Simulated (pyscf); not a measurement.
Thermochemistry of product channels of disiloxane (H₃Si–O–SiH₃) + trifluoromethyl (F–C•(F)–F) on the doublet surface, in eV, from ωB97M-D3(BJ)/def2-TZVP energies (ideal gas, 1 atm, RRHO with modes under 100 cm⁻¹ raised to 100, one conformer, R ln 2 for chiral ones without a mode under 150 cm⁻¹). PySCF, gas phase, ωB97X-D3(BJ)/def2-SVP geometries.

```csv
products,ΔE,ΔH(298 K),ΔG(298 K),ΔG(600 K)
F–C(F)(F)–SiH₂–O–SiH₃ + H atom (H•),(withheld),+0.18,+0.41,+0.61
F–C•(F)–SiH₂–O–SiH₃ + hydrogen fluoride (HF),(withheld),-0.45,-0.40,-0.36
```

Task: What belongs in the gaps?

Result: 
- F–C(F)(F)–SiH₂–O–SiH₃ + H atom (H•), ΔE: +0.29
- F–C•(F)–SiH₂–O–SiH₃ + hydrogen fluoride (HF), ΔE: -0.48

These are energies of the channels, which say nothing of barriers. F–C(F)(F)–SiH₂–O–SiH₃ lies 1.74 eV over its isomer F–CH(F)–SiH(F)–O–SiH₃ (electronic energy, ωB97M-D3(BJ)).
